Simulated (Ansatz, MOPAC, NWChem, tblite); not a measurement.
# SF4 (sulfur tetrafluoride): the zero-point energy at each level's own minimum, rung by rung

SF4, singlet, SMILES `FS(F)(F)F`. Each level relaxes the structure for itself.

Each level gives the zero-point energy at each level's own minimum (kJ/mol). The values are calculated.

```json
{"level": "AM1", "kind": "semi-empirical", "program": "MOPAC", "value (kJ/mol)": "32.3"}
{"level": "MNDO", "kind": "semi-empirical", "program": "MOPAC", "value (kJ/mol)": "31.9"}
{"level": "GFN1-xTB", "kind": "semi-empirical", "program": "tblite", "value (kJ/mol)": "27.6"}
{"level": "MNDOD", "kind": "semi-empirical", "program": "MOPAC", "value (kJ/mol)": "34.0"}
{"level": "HF/STO-3G", "kind": "Hartree–Fock", "program": "Ansatz", "value (kJ/mol)": "34.1"}
{"level": "HF/3-21G", "kind": "Hartree–Fock", "program": "Ansatz", "value (kJ/mol)": "33.6"}
{"level": "HF/6-31G* (Cartesian functions)", "kind": "Hartree–Fock", "program": "Ansatz", "value (kJ/mol)": "34.8"}
{"level": "HF/cc-pVTZ", "kind": "Hartree–Fock", "program": "Ansatz", "value (kJ/mol)": "34.9"}
{"level": "BP86-D3(BJ)/def2-SVP", "kind": "GGA", "program": "NWChem", "value (kJ/mol)": "28.7"}
{"level": "PBE/def2-SVP", "kind": "GGA", "program": "Ansatz", "value (kJ/mol)": "28.9"}
```

Harmonic and unscaled. The values span 27.6 to 34.9 kJ/mol.
